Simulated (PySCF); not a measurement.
Molecule: `FC(=O)C1CC1`, C4H5FO.

Bonds (- single, = double, # triple, : aromatic): O1=C2 1.187 Å, C2-F3 1.340 Å, C2-C4 1.474 Å, C4-C5 1.514 Å, C5-C6 1.481 Å, C6-C4 1.513 Å. C4 carries H7; C5 carries H8, H9; C6 carries H10, H11. H9, H11 are cis to C2 on the ring; H8, H10 are trans to C2 on the ring.

Geometry PBE0-D3(BJ)/def2-SVP throughout; GIAO in PySCF 2.14, gas phase, one conformer, non-relativistic; equivalent atoms averaged; basis pcSseg-2.

Task: How do the absolute shieldings σ depend on the functional? (ppm; last column core-seconds on 1 thread of an Arm Neoverse V1, shared host)

Result: 
```csv
functional,kind,O1,C2,C5/C6,C4,F3,H7,H9/H11,H8/H10,core-s
WP04,global hybrid,-76.8,-7.0,156.0,156.3,129.6,30.02,30.26,30.51,49
B97-2,global hybrid,-59.1,8.2,169.7,170.8,128.4,29.85,30.16,30.35,43
BHandHLYP,global hybrid,-72.3,4.8,172.4,173.6,147.5,30.00,30.24,30.45,33
CAM-B3LYP,range-separated hybrid,-72.1,0.7,169.5,170.1,129.5,29.80,30.13,30.31,48
wB97X-D,range-separated hybrid,-71.5,4.8,170.7,171.1,129.4,29.85,30.15,30.35,46
LC-wPBE,range-separated hybrid,-70.3,4.5,175.0,174.6,134.0,29.76,30.09,30.29,67
```

Task: Which nucleus moves most, in ppm?

Result: F3 (fluorine bonded to C): from 128.4 ppm with B97-2 to 147.5 ppm with BHandHLYP. The smallest spread is 0.17 ppm, at H9/H11. Proton shifts span only some 12 ppm, so a few tenths of a ppm matter as much there as several ppm in carbon.
